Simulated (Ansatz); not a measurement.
MgO2H2⁻. The state is a doublet with charge -1. Geometry B3LYP-D4/def2-TZVP, that of the neutral singlet; atoms count from 1.

```xyz
5

Mg    0.014    0.006   -0.006
O    -0.863    1.496    0.367
O     0.902   -1.476   -0.399
H    -1.023    2.335    0.783
H     0.971   -2.360   -0.745
```

The highest occupied level of the charge -1 doublet lies above zero (up to 1.36 eV). Energy differences put its binding near zero (-0.09 eV; vertical, to the charge 0 singlet, at PBE0-D4/def2-TZVPD), which leaves it undecided. The structure comes from a short search, and lower isomers may exist.

(1) Estimate the Mulliken populations from the PBE0/def2-TZVPD orbitals of Ansatz.

(2) Where does the spin sit?

Answers

(1) 
| atom | charge (e) | spin (α − β) |
| --- | --- | --- |
| Mg1 | -1.93 | 3.01 |
| O2 | 0.60 | -1.34 |
| O3 | 0.47 | -1.18 |
| H4 | -0.09 | 0.27 |
| H5 | -0.05 | 0.24 |
Mulliken values and Mayer orders depend strongly on the basis. With diffuse functions, as here, like atoms can get unlike values, and bond orders can come out too low or too high.

(2) Summed by element: Mg 3.01, O -2.52, H 0.51, of 1 unpaired in all. Largest on single atoms: Mg1 3.01, O2 -1.34, O3 -1.18.
